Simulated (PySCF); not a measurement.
Cartesian coordinates (Å):
SMILES: F
```xyz
2

F      0.4604     0.0000     0.0000
H     -0.4599     0.0000     0.0000
```
Charge 0, multiplicity 1.

**Question.** What is the computed hole reorganisation energy (four-point), HOMO, total energy, LUMO and adiabatic ionisation energy (no zero-point term) (M06-2X/def2-TZVP (PySCF))?

**Answer.** 
```yaml
hole reorganisation energy (four-point): 0.369 eV
HOMO: -13.97 eV
total_energy: -100.4512 Ha
LUMO: 1.39 eV
adiabatic ionisation energy (no zero-point term): 15.97 eV
```
